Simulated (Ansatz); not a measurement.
The pair A = NH3 (SMILES N) (first 4 atoms), B = CH4 (SMILES C); geometry from A24 set.
(charge 0, multiplicity 1):
```xyz
9

N      0.0000     0.0000     1.8483
H      0.9373     0.0000     2.2321
H     -0.4687    -0.8117     2.2321
H     -0.4687     0.8117     2.2321
H      0.0000     0.0000    -0.9450
C      0.0000     0.0000    -2.0336
H      0.5125     0.8877    -2.4010
H      0.5125    -0.8877    -2.4010
H     -1.0250     0.0000    -2.4010
```

Cores are frozen in the correlated methods. MP2 and its Hartree–Fock in aug-cc-pVQZ are density fitted.

Codes used: Ansatz (an electronic-structure program) with Gaussian orbitals. Values without a source in brackets are computed.

The counterpoise-corrected interaction energy is E(AB) − E(A in the pair's basis) − E(B in the pair's basis). Total energies (hartree):

```tsv
level	AB	A in the pair's basis	B in the pair's basis
HF/aug-cc-pVTZ	-96.4338193	-56.2202815	-40.2135874
MP2/aug-cc-pVTZ	-96.8762556	-56.4606770	-40.4145221
HF/aug-cc-pVQZ	-96.4400784	-56.2239106	-40.2162138
MP2/aug-cc-pVQZ	-96.9062029	-56.4777637	-40.4273315
CCSD(T)/aug-cc-pVTZ	-96.9228366	-56.4806850	-40.4410028
```

**Question.** Work out the counterpoise-corrected interaction energy at the basis-set limit: extrapolate the MP2 correlation part as X⁻³, take Hartree–Fock from the larger set, and add the CCSD(T) − MP2 difference of aug-cc-pVTZ.

**Answer.** 
1. Differences (1 hartree = 627.509 kcal/mol): HF/aug-cc-pVTZ 0.031; MP2/aug-cc-pVTZ -0.663; HF/aug-cc-pVQZ 0.029; MP2/aug-cc-pVQZ -0.695; CCSD(T)/aug-cc-pVTZ -0.721.
2. Correlation parts, MP2 less HF: -0.694 in aug-cc-pVTZ (X = 3), -0.724 in aug-cc-pVQZ (X = 4).
3. Limit (4³·(-0.724) − 3³·(-0.694))/(4³ − 3³) = -0.746; with HF/aug-cc-pVQZ it gives -0.717.
4. CCSD(T) less MP2 in aug-cc-pVTZ: -0.058.
Result: -0.77 kcal/mol, against -0.66 at MP2/aug-cc-pVTZ. It is an estimate of this method's limit, not of the exact value.
